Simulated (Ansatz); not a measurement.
Molecule: CH3S, charge -1, multiplicity 1. It need not be the lowest isomer of its formula. Whether it binds its extra electron was not tested at this geometry. 
Coordinates optimised at B3LYP-D3(BJ)/def2-TZVP (Ansatz, a quantum-chemistry and plane-wave program):
```xyz
5

C     -0.1067     1.1770     0.0047
S     -0.0797    -0.5749    -0.0052
H      1.2370    -1.0853     0.0214
H      0.3191     1.6057     0.9182
H      0.3597     1.6165    -0.8836
```
Charge -1, spin multiplicity 1.

Basis-set convergence of Hartree-Fock and MP2 correlation energies (hartree) with Ansatz. Valence correlation only, unless marked. No spin-orbit coupling. Non-relativistic.

```json
[
 {"basis": "def2-SVPD", "functions": "71", "E(HF)": "-436.91570", "E(corr, MP2)": "-0.31252"},
 {"basis": "def2-TZVPPD", "functions": "139", "E(HF)": "-437.09565", "E(corr, MP2)": "-0.38022"},
 {"basis": "def2-QZVPPD", "functions": "241", "E(HF)": "-437.10891", "E(corr, MP2)": "-0.40718"}
]
```

Extrapolating the two largest sets (X = 3 and 4) as X^-3: E(corr) = (64·(-0.40718) - 27·(-0.38022))/37 = -0.4269 Eh, an estimate of the basis-set limit. The largest set recovers 95.4 % of it, the smallest 73.2 %.
